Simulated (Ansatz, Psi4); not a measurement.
Reaction (SMILES): [CH2]C(=C)C → [CH]=C(C)C

Quantity: isomerisation energy (electronic), in kcal/mol. Set-up: non-relativistic; 6-31G* and kin with 6d, 5d where marked; valence correlation only; no spin-orbit coupling; LANL2DZ all-electron up to Ne; dispersion terms only where a functional's name holds one; 6-311+G** with 5d; open shells spin-unrestricted. First-principles rows: single points at B3LYP-D3(BJ) geometries (Ansatz, an electronic-structure program). A UHF reference is markedly spin-contaminated in at least one set, which strains HF and MP2.

```tsv
level	program	isomerisation energy (electronic) (kcal/mol)
PBE/STO-3G	Ansatz	23.1
B3LYP/STO-3G	Ansatz	22.8
B3LYP/LANL2DZ	Ansatz	25.3
B3LYP/6-31G*	Ansatz	23.9
wB97X-D/6-31G*	Psi4	23.2
wB97X-D/6-311+G**	Psi4	23.2
MP2/STO-3G	Ansatz	19.8
B3LYP/def2-TZVPD	Ansatz	24.1
```

No value to compare with is used here. The 7 habitual levels span 19.8 (MP2/STO-3G) to 25.3 kcal/mol (B3LYP/LANL2DZ); B3LYP/def2-TZVPD gives 24.1.

The levels are drawn from those run, B3LYP/6-31G* more often than the rest, none by its result; runs whose electronic state is in doubt are left out.
